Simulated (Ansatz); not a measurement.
# BNH₄ (triplet): the correlation ladder at distance B1–H4 along a hydrogen transfer = 1.194 Å, cc-pVDZ

An exercise on one series of results from a longer session: the logs are not shown, and one member is left open.

Computed with Ansatz 0.2.0, Gaussian basis. Level: cc-pVDZ, core rule «outside noble gas», up to 2 orbitals frozen.

The runs, in order: UHF; CCSD(T) on ROHF; CCSD(T) on UHF; BCCD(T) on ROHF; CISD; CCSDT(Q) on ROHF; CCSDT(Q) on UHF; CASSCF and MRCISD+Q, 4 electrons in 4 orbitals; CASSCF and NEVPT2, 4 electrons in 4 orbitals.

8 further runs of the same task are left out: 1 for a mislabelled method, 7 that didn't finish.

### The geometry

The geometry derives from fragments relaxed apart (PBE0/def2-TZVP) and kept rigid, so it is no stationary point. A hydrogen atom is moved between rigid fragments.

6 atoms, charge 0, spin multiplicity 3.

Atoms are counted from 1 here; the program's logs count them from 0.

Bond lengths: B1–H2 1.193 Å, B1–H3 1.193 Å, B1–H4 1.193 Å, H4–N5 1.315 Å, N5–H6 1.040 Å. Angles: H2–B1–H3 120.0°, H2–B1–H4 120.0°, H3–B1–H4 120.0°, B1–H4–N5 180.0°, H4–N5–H6 105.0°.

The first run:

in.yaml reads:

```yaml
crystal:
  periodic: [false, false, false]
  atoms:
    - {symbol: B, position_ang: [-1.314684, 0.035086, 0.000000]}
    - {symbol: H, position_ang: [-1.911417, 1.068657, 0.000000]}
    - {symbol: H, position_ang: [-1.911418, -0.998486, 0.000000]}
    - {symbol: H, position_ang: [-0.121219, 0.035086, 0.000000]}
    - {symbol: N, position_ang: [1.193316, 0.035086, 0.000000]}
    - {symbol: H, position_ang: [1.462397, -0.969141, 0.000000]}
basis:
  gaussian: {orbitals: cc-pVDZ}
magnetization: {spin_polarized: true, initial_magnetization: 2}
hamiltonian: {xc: hf}
output: {orbitals: {seedname: orbitals}}
```

Started as:

```bash
> ansatz run in.yaml --threads 1 --pin off --events-out ev --progress --plain --max-ram 2393MiB
```

Steps of the session up to this table: UHF; CCSD(T) on ROHF; CCSD(T) on UHF; BCCD(T) on ROHF; CISD; CCSDT(Q) on ROHF; CCSDT(Q) on UHF; CASSCF and MRCISD+Q, 4 electrons in 4 orbitals; CASSCF and NEVPT2, 4 electrons in 4 orbitals.

One of the session's tables, all rows but one given; the rest of the session is left out.

| method | from UCCSDT(Q) (kJ/mol) |
| --- | --- |
| ROHF | +718.1 |
| UHF | ? |
| RMP2 | +127.2 |
| UMP2 | +128.4 |
| CISD | +67.3 |
| RCCSD | +16.5 |
| UCCSD | +16.0 |
| RCCSD(T) | +3.2 |
| UCCSD(T) | +3.1 |
| BCCD(T) | +3.2 |
| RCCSDT | +0.8 |
| UCCSDT | +0.7 |
| RCCSDT(Q) | +0.1 |
| UCCSDT(Q) | 0 |
| CASSCF pair | +659.2 |
| NEVPT2 pair | +120.9 |
| MRCISD pair | +60.1 |
| MRCISD+Q pair | +4.3 |

**Question.** Estimate the row for UHF.

The run gave: from UCCSDT(Q) (kJ/mol): +690.3. In the column «from UCCSDT(Q) (kJ/mol)» it lies between CASSCF pair (+659.2) and ROHF (+718.1).

Caveats from the session: Restricted and unrestricted rows rest on different reference determinants; where their highest levels disagree by more than a few hundredths of an eV, they describe different states and don't form one ladder.
